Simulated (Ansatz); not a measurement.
# C₂H₃NS: up Jacob's ladder to CCSD(T)

An exercise on one series of results from a longer session: the logs are not shown, and one member is left open.

The runs use Ansatz 0.2.0, Gaussian basis; functionals in def2-TZVPP, the program's frozen cores in correlated methods.

Levels to be run: LDA (SPW92), PBE-D4, revPBE-D4, BLYP-D4, r2SCAN-D4, B97M-V, PBE0-D4, B3LYP-D4, r2SCANh-D4, r2SCAN0-D4, HSE06-D4, BHLYP-D4, CAM-B3LYP-D4, LC-ωPBE, ωB97X-V, ωB97M-V, B2PLYP, PBE-QIDH; CCSD(T)/def2-SVP; CCSD(T)/def2-TZVPP; MP2/def2-QZVPP; extrapolation to the limit; RPA on PBE.

## The geometry

The geometry comes from an earlier relaxation with PBE0-D4 in a triple-zeta def2 set; it is a stationary point, not always the lowest conformer.

SMILES `N=C1CS1`, 7 atoms, charge 0, spin multiplicity 1.

Atoms are counted from 1 here; the program's logs count them from 0.

Bond lengths: N1–C2 1.249 Å, N1–H5 1.020 Å, C2–C3 1.457 Å, C2–S4 1.729 Å, C3–S4 1.845 Å, C3–H6 1.086 Å, C3–H7 1.086 Å. Angles: C2–N1–H5 110.7°, N1–C2–C3 149.7°, N1–C2–S4 140.1°, C3–C2–S4 70.2°, C2–C3–S4 61.8°, C2–C3–H6 118.7°, C2–C3–H7 118.7°, S4–C3–H6 115.5°, S4–C3–H7 115.5°, H6–C3–H7 115.5°, C2–S4–C3 48.0°.

Set-up of the first run:

Contents of in.yaml:

```yaml
crystal:
  periodic: [false, false, false]
  atoms:
    - {symbol: N, position_ang: [-1.383938, 0.467351, -0.889753]}
    - {symbol: C, position_ang: [-0.521432, -0.156586, -0.236674]}
    - {symbol: C, position_ang: [0.766165, -0.181488, 0.445473]}
    - {symbol: S, position_ang: [-0.236261, -1.730277, 0.421036]}
    - {symbol: H, position_ang: [-1.089949, 1.431126, -1.047192]}
    - {symbol: H, position_ang: [1.672939, -0.201843, -0.151778]}
    - {symbol: H, position_ang: [0.853676, 0.303717, 1.413087]}
basis:
  gaussian: {orbitals: def2-TZVPP}
hamiltonian: {xc: lda}
output: {orbitals: {seedname: orbitals}}
```

On the command line:

```
$ ansatz run in.yaml --threads 2 --pin off --events-out ev --progress --plain --max-ram 4352MiB
```

Among the steps run: LDA; PBE-D4 (GGA); revPBE-D4 (GGA); BLYP-D4 (GGA); r2SCAN-D4 (meta-GGA); B97M-V (meta-GGA); B3LYP-D4 (hybrid); r2SCANh-D4 (hybrid); r2SCAN0-D4 (hybrid); HSE06-D4 (hybrid); BHLYP-D4 (hybrid); CAM-B3LYP-D4 (range-separated); LC-ωPBE (range-separated); ωB97X-V (range-separated); ωB97M-V (range-separated); B2PLYP (double hybrid); PBE-QIDH (double hybrid).

One of the session's tables, all rows but one given; the rest of the session is left out.

It belongs to the step «Frontier levels by functional». 

| functional | HOMO (eV) | gap (eV) |
| --- | --- | --- |
| LDA (SPW92) | -6.23 | 4.55 |
| PBE-D4 | -6.09 | 4.60 |
| revPBE-D4 | -6.05 | 4.62 |
| BLYP-D4 | -5.93 | 4.53 |
| r2SCAN-D4 | -6.33 | 5.08 |
| B97M-V | -6.37 | 5.14 |
| PBE0-D4 | -7.26 | 6.75 |
| B3LYP-D4 | -7.03 | 6.25 |
| r2SCANh-D4 | -6.77 | 5.88 |
| r2SCAN0-D4 | -7.42 | 7.07 |
| HSE06-D4 | ? | ? |
| BHLYP-D4 | -8.29 | 8.78 |
| CAM-B3LYP-D4 | -8.55 | 9.12 |
| LC-ωPBE | -9.92 | 11.74 |
| ωB97X-V | -9.55 | 11.24 |
| ωB97M-V | -9.39 | 10.89 |

Q: Estimate the row for HSE06-D4 from the others.

**Answer.** HOMO (eV): -6.86; gap (eV): 5.97. In the column «HOMO (eV)» it lies between B3LYP-D4 (-7.03) and r2SCANh-D4 (-6.77).
